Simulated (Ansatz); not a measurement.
# Polycrystal shear modulus of antifluorite Mg2Si at several levels of theory

No measured value is used here.

| level (code) | value (GPa) | cell (Å³/atom) |
|---|---|---|
| LDA (Ansatz) | 49.0 | 20.44 |
| BLYP (Ansatz) | 43.8 | 21.97 |
| PBE (Ansatz) | 45.6 | 21.49 |
| PBE-D3(BJ) (Ansatz) | 49.5 | 20.58 |
| HSE06 (Ansatz) | 49.8 | 21.21 |
| PBE0 (Ansatz) | 50.4 | 21.17 |

PBE-D3(BJ): the dispersion coefficients are held fixed in the derivatives. Each level is taken at its own relaxed cell. K meshes differ between the levels. Ansatz's density-functional and Hartree–Fock values are scalar-relativistic unless marked +SOC, with PAW data made under PBE.

Ansatz is a quantum-chemistry and plane-wave program.
